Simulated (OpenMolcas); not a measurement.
**PH3 (phosphine): the energy, rung by rung**

The species is PH3 (4 atoms), meant as a singlet with charge 0. As SMILES, `P`. The coordinates come from a PBE0-D4/def2-TZVP relaxation.

```xyz
4

P     0.3460   -0.3265   -0.3328
H     0.6309   -0.0340    1.0270
H    -1.0055   -0.6630   -0.0572
H     0.0287    1.0235   -0.6369
```

Each level gives the energy change with the P1–H3 bond stretched from 1.420 to 2.130 Å (eV). The values are calculated.

```tsv
level	kind	program	value (eV)	less FCI/STO-3G	CPU time (all runs)
HF/STO-3G (restricted)	Hartree–Fock	OpenMolcas	4.01	+1.36	3.1 s
r2SCAN/STO-3G (restricted)	meta-GGA	OpenMolcas	2.96	+0.31	7.7 s
PBE0/STO-3G (restricted)	global hybrid	OpenMolcas	3.14	+0.49	5.6 s
MP2/STO-3G (restricted)	perturbation theory	OpenMolcas	3.29	+0.64	3.1 s
MRCI(2,2)/STO-3G	multireference	OpenMolcas	2.65	0.00	3.4 s
ACPF/STO-3G (restricted)	coupled cluster or CI	OpenMolcas	2.49	-0.16	3.2 s
CCSD(T)/STO-3G (restricted)	coupled cluster or CI	OpenMolcas	2.65	0.00	4 s
FCI/STO-3G	exact in the basis	OpenMolcas	2.65	0.00	3.6 s
```

FCI/STO-3G is exact within its basis and frozen core, so for wave-function methods in that basis the difference is their error; functionals converge differently with the basis, so for them it is only a difference. Spin-restricted single references rise too steeply as a bond breaks, Hartree–Fock most of all. The first shape isn't each level's own minimum. The values span 2.49 to 4.01 eV. All rows use very small basis sets, so even the best lies far from the true value. Times are those of the runs behind each value, whatever else they computed, on shared processors of several kinds: orders of magnitude only.
